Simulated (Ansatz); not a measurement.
Molecule: C2H4NO, charge 0, multiplicity 2. It need not be the lowest isomer of its formula. 
Structure (B3LYP-D3(BJ)/def2-TZVP (Ansatz, a quantum-chemistry and plane-wave program) minimum search):
```xyz
8

O      0.4806     1.2318     0.0712
C      0.0856     0.0703    -0.0239
N      1.0063    -0.9284     0.1131
C     -1.3604    -0.3142    -0.1021
H     -1.9628     0.5531    -0.3620
H     -1.5017    -1.1086    -0.8366
H     -1.6814    -0.7025     0.8666
H      1.9064    -0.6339    -0.2739
```
Charge 0, spin multiplicity 2.

Computed values are from Ansatz. Correlated levels leave the core frozen unless marked. Open shells are spin-unrestricted. No spin-orbit coupling. No relativistic terms. Basis-set limits of correlation are two-point, X^-3; Hartree-Fock from the larger set. [CCSD(T)-MP2]/basis is that difference in the basis named.

```yaml
atomisation energy De: 3121.9 kJ/mol at RI-MP2/CBS(cc-pVTZ,cc-pVQZ)+[CCSD(T)-MP2]/cc-pVTZ
total_energy: -208.3075 Eh at RI-MP2/CBS(cc-pVTZ,cc-pVQZ)+[CCSD(T)-MP2]/cc-pVTZ
dipole_moment: 1.96 D at wB97M-V/def2-TZVPD
T1 diagnostic: 0.034 at CCSD/cc-pVTZ
```

The UHF reference is spin-contaminated (<S^2> 0.13 over the pure value in the largest basis).
